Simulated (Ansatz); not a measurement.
# C4H7N: the cost of one run

All numbers are computed with Ansatz 0.2.0 through its Python package. Level of theory: B3LYP/def2-SVP.

## 1. The structure

Bond lengths: C1–C2 1.339 Å, C2–C3 1.498 Å, C3–C4 1.508 Å, C4–N5 1.293 Å, C1–H6 1.086 Å, C1–H7 1.086 Å, C2–H8 1.089 Å, C3–H9 1.094 Å, C3–H10 1.095 Å, C4–H11 1.103 Å, N5–H12 1.026 Å. Angles (14 of 16 angles, heavy atoms first): C1–C2–C3 124.2°, C2–C3–C4 108.6°, C3–C4–N5 123.6°, C1–C2–H8 118.7°, C3–C2–H8 117.1°, C2–C1–H6 122.0°, C2–C1–H7 120.7°, C2–C3–H9 110.0°, C2–C3–H10 111.7°, C4–C3–H9 108.5°, C4–C3–H10 109.6°, C3–C4–H11 117.3°, N5–C4–H11 119.1°, C4–N5–H12 110.6°.

Input file input.yaml:

```yaml
crystal:
  periodic: [false, false, false]
  atoms:
    - { symbol: C, position_ang: [-1.7867, 0.7433, 0.0023] }
    - { symbol: C, position_ang: [-0.9777, -0.3242, 0.0092] }
    - { symbol: C, position_ang: [0.3693, -0.3642, -0.6461] }
    - { symbol: C, position_ang: [1.4153, -0.5874, 0.4176] }
    - { symbol: "N", position_ang: [2.127, 0.362, 0.9325] }
    - { symbol: H, position_ang: [-1.5094, 1.6719, -0.4874] }
    - { symbol: H, position_ang: [-2.7538, 0.7097, 0.4958] }
    - { symbol: H, position_ang: [-1.3103, -1.2291, 0.5152] }
    - { symbol: H, position_ang: [0.4153, -1.1942, -1.3577] }
    - { symbol: H, position_ang: [0.5854, 0.5647, -1.1841] }
    - { symbol: H, position_ang: [1.5547, -1.6198, 0.7804] }
    - { symbol: H, position_ang: [1.871, 1.2673, 0.5223] }
basis:
  gaussian: { orbitals: def2-SVP, nuclear_model: point }
hamiltonian:
  xc: b3lyp
```

## 2. The script

File c4h7n_deck.py:

```python
"""Run C4H7N from an input written out key by key."""

import ansatz as az


def main() -> None:
    session = az.Session.from_deck("input.yaml")
    report = session.plan(threads=1).execute().report

    for key in ("converged", "free_energy_ev", "reference_energy_ev", "n_frozen", "n_occupied", "n_virtual"):
        print(f"{key:22s} {report[key]}")
    symbols = ["C", "C", "C", "C", "N", "H", "H", "H", "H", "H", "H", "H"]


if __name__ == "__main__":
    main()
```

## 3. Launch

Run with:

```sh
$ python c4h7n_deck.py
```

What time and memory should one allow on 1 thread of Arm Neoverse V1, shared host?

About 3 s, with a peak of 0.22 GiB.
